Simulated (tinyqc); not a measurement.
Inside a calculation. Method: G0W0 on RHF in the sto-3g basis, for H2O, spin multiplicity 1. One step of it, computed by the program tinyqc.

Task: Screening: direct RPA. With D = e_a - e_i and K = (ia|jb): diagonalise D^(1/2) (D + 4K) D^(1/2) = Z w^2 Z^T; X + Y = D^(1/2) Z w^(-1/2), each column of Z with its largest component positive (the first on a tie); E_c = (sum w - tr (D + 2K)) / 2.

orbital energies (hartree): MO1 -20.249906, MO2 -1.179361, MO3 -0.535883, MO4 -0.396851, MO5 -0.376240, MO6 0.399820, MO7 0.570609

Two-electron integrals over orbitals (pq|rs), unique and non-zero (hartree):
```
(11|11) 4.747181    (21|11) -0.433719   (21|21) 0.062507    (22|11) 1.027277
(22|21) -0.016114   (22|22) 0.723564    (31|31) 0.009905    (32|31) 0.015924
(32|32) 0.126140    (33|11) 0.736332    (33|21) -0.004610   (33|22) 0.597907
(33|33) 0.574207    (41|11) 0.147617    (41|21) -0.019871   (41|22) 0.010576
(41|33) 0.004712    (41|41) 0.023476    (42|11) -0.140813   (42|21) 0.007171
(42|22) -0.031447   (42|33) 0.003325    (42|41) 0.020214    (42|42) 0.131086
(43|31) -0.001718   (43|32) 0.031585    (43|43) 0.055995    (44|11) 0.939202
(44|21) -0.010974   (44|22) 0.666067    (44|33) 0.553969    (44|41) -0.008890
(44|42) -0.094468   (44|44) 0.701264    (51|51) 0.025951    (52|51) 0.033527
(52|52) 0.152690    (53|53) 0.024957    (54|51) -0.010611   (54|52) -0.039929
(54|54) 0.046055    (55|11) 1.115360    (55|21) -0.012319   (55|22) 0.757880
(55|33) 0.585725    (55|41) 0.004131    (55|42) -0.076770   (55|44) 0.691288
(55|55) 0.880159    (61|11) 0.193102    (61|21) -0.029168   (61|22) 0.003663
(61|33) -0.000074   (61|41) -0.003738   (61|42) -0.019870   (61|44) 0.014226
(61|55) 0.005345    (61|61) 0.023495    (62|11) -0.255714   (62|21) 0.006395
(62|22) -0.124764   (62|33) -0.056416   (62|41) -0.017905   (62|42) -0.036192
(62|44) -0.064767   (62|55) -0.136835   (62|61) 0.008773    (62|62) 0.090222
(63|31) -0.001894   (63|32) 0.044815    (63|43) 0.043699    (63|63) 0.086184
(64|11) -0.272546   (64|21) 0.003541    (64|22) -0.134486   (64|33) -0.045475
(64|41) -0.002617   (64|42) 0.038597    (64|44) -0.132849   (64|55) -0.152560
(64|61) -0.000584   (64|62) 0.063665    (64|64) 0.097506    (65|51) -0.012878
(65|52) -0.050731   (65|54) -0.007004   (65|65) 0.032642    (66|11) 0.741784
(66|21) -0.007110   (66|22) 0.570566    (66|33) 0.531703    (66|41) 0.016648
(66|42) 0.047958    (66|44) 0.529758    (66|55) 0.557938    (66|61) -0.007644
(66|62) -0.080672   (66|64) -0.049725   (66|66) 0.559519    (71|31) 0.014093
(71|32) 0.021681    (71|43) -0.002462   (71|63) -0.002210   (71|71) 0.020079
(72|31) 0.015020    (72|32) 0.060083    (72|43) -0.024656   (72|63) -0.026432
(72|71) 0.020453    (72|72) 0.071899    (73|11) 0.375697    (73|21) -0.006847
(73|22) 0.176928    (73|33) 0.087472    (73|41) 0.000027    (73|42) -0.068850
(73|44) 0.149065    (73|55) 0.208395    (73|61) 0.004970    (73|62) -0.068135
(73|64) -0.100919   (73|66) 0.042861    (73|73) 0.158010    (74|31) -0.007174
(74|32) -0.066459   (74|43) -0.014678   (74|63) -0.059061   (74|71) -0.010259
(74|72) -0.018084   (74|74) 0.067108    (75|53) 0.024050    (75|75) 0.026346
(76|31) -0.007465   (76|32) -0.086266   (76|43) -0.065779   (76|63) -0.076675
(76|71) -0.010475   (76|72) -0.001460   (76|74) 0.058751    (76|76) 0.116473
(77|11) 0.850058    (77|21) -0.009371   (77|22) 0.610117    (77|33) 0.571954
(77|41) 0.003214    (77|42) -0.023607   (77|44) 0.579445    (77|55) 0.613312
(77|61) 0.004001    (77|62) -0.060522   (77|64) -0.057136   (77|66) 0.537122
(77|73) 0.107885    (77|77) 0.596441
```

Give: D^(1/2) (D + 4K) D^(1/2); excitation energies w; X + Y; RPA correlation energy.

Result:

D^(1/2) (D + 4K) D^(1/2) (hartree^2), lower triangle:
```
          1>6       1>7      2>6      2>7      3>6      3>7     4>6     4>7
1>6  428.3518
1>7    0.0000  435.1660
2>6    0.2004    0.0000   3.0637
2>7    0.0000    0.4938   0.0000   3.5657
3>6    0.0000   -0.0390   0.0000  -0.1353   1.1981
3>7    0.0950    0.0000  -0.3603   0.0000   0.0000   1.9237
4>6   -0.0095    0.0000   0.2856   0.0000   0.0000  -0.3790  0.9454
4>7    0.0000   -0.1842   0.0000  -0.0941  -0.2248   0.0000  0.0000  1.1957
5>6    0.0000    0.0000   0.0000   0.0000   0.0000   0.0000  0.0000  0.0000
5>7    0.0000    0.0000   0.0000   0.0000   0.0000   0.0000  0.0000  0.0000

        5>6     5>7
5>6  0.7036
5>7  0.0000  0.9963
```

excitation energies w (hartree): 0.8388  0.8970  0.9808  0.9982  1.1922  1.3768  1.7980  1.8909  20.6967  20.8606

X + Y:
```
          1        2       3       4        5        6        7        8
1>6  0.0000  -0.0001  0.0000  0.0000   0.0000  -0.0014  -0.0013   0.0000
1>7  0.0000   0.0000  0.0013  0.0000   0.0011   0.0000   0.0000  -0.0039
2>6  0.0000  -0.0964  0.0000  0.0000   0.0000   0.3660   0.8781   0.0000
2>7  0.0000   0.0000  0.0830  0.0000  -0.0163   0.0000   0.0000   0.9601
3>6  0.0000   0.0000  0.6902  0.0000  -0.6251   0.0000   0.0000  -0.0377
3>7  0.0000   0.3319  0.0000  0.0000   0.0000   0.8102  -0.2404   0.0000
4>6  0.0000   0.8968  0.0000  0.0000   0.0000  -0.1961   0.1117   0.0000
4>7  0.0000   0.0000  0.7001  0.0000   0.6382   0.0000   0.0000  -0.0246
5>6  0.9619   0.0000  0.0000  0.0000   0.0000   0.0000   0.0000   0.0000
5>7  0.0000   0.0000  0.0000  0.9740   0.0000   0.0000   0.0000   0.0000

          9       10
1>6  0.9989   0.0000
1>7  0.0000   0.9990
2>6  0.0001   0.0000
2>7  0.0000   0.0003
3>6  0.0000   0.0000
3>7  0.0001   0.0000
4>6  0.0000   0.0000
4>7  0.0000  -0.0001
5>6  0.0000   0.0000
5>7  0.0000   0.0000
```

RPA correlation energy = -0.072878 hartree
